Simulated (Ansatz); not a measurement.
**HC–O–Si, quartet in cc-pVDZ: errors against UCCSDT(Q)**

Geometry: displaced at random from a stationary point.

| atom | x (Å) | y (Å) | z (Å) |
| --- | --- | --- | --- |
| C | -0.0220 | -0.3267 | 1.6766 |
| O | -0.0228 | 0.3193 | 0.5630 |
| Si | 0.0252 | -0.0464 | -1.1324 |
| H | -0.0776 | 0.1166 | 2.6383 |

Basis cc-pVDZ; Ansatz 0.2.0. Only valence electrons are correlated (noble-gas cores frozen), which leaves 15 electrons in 44 orbitals. Prefix R: restricted or restricted open-shell reference; prefix U: unrestricted.

Full CI isn't at hand for all of this; UCCSDT(Q) serves as the reference, and is uncertain by the last step of the cluster series or more. The frozen core follows each run's orbitals, which can shift R against U totals by a few meV.

For open shells CISD is restricted-active-space CI with the open shells as a complete middle space.

```
UHF ⟨S²⟩                          : 3.787
T1 diagnostic (RCCSD)             : 0.0464
largest doubles amplitude (RCCSD) : 0.086
T1 diagnostic (UCCSD)             : 0.0408
```

```
   level  E − E(RHF) (eV)
     UHF          -0.2651
    RMP2          -9.2017
    UMP2          -9.2001
   RCCSD         -10.0698
   UCCSD         -10.0754
RCCSD(T)         -10.3864
UCCSD(T)         -10.3874
```

Question: Estimate how far UCCSDT(Q) in cc-pVDZ lies from RCCSD(T). The table doesn't fix it; the size of (T) and the diagnostics are the guide.

Answer: UCCSDT(Q) in cc-pVDZ lies 7.1 kJ/mol below RCCSD(T), which is 23 % of the (T) step (-30.6 kJ/mol). T1 is raised, but (T) still catches most of what CCSD lacks. The miss exceeds 1 kcal/mol.

The other levels:

```
    level  E − E(UCCSDT(Q)) (kJ/mol)  share of correlation (%)  wall time
     CISD                      137.8                     86.35       27 s
  BCCD(T)                        6.2                     99.39       10 s
   RCCSDT                        3.2                     99.68          –
   UCCSDT                        3.1                     99.69          –
RCCSDT(Q)                        0.8                     99.92    4.7 min
```

The correlation energy at UCCSDT(Q), counted from RHF, is -10.460 eV. That run took 4.2 min on 1 thread of Arm Neoverse V1, shared host.

Times hold each run's SCF and search for its determinant on a shared host, so for small cases they say little of a method's own cost; they ran on 1 thread of Arm Neoverse V1. Some runs computed forces too.
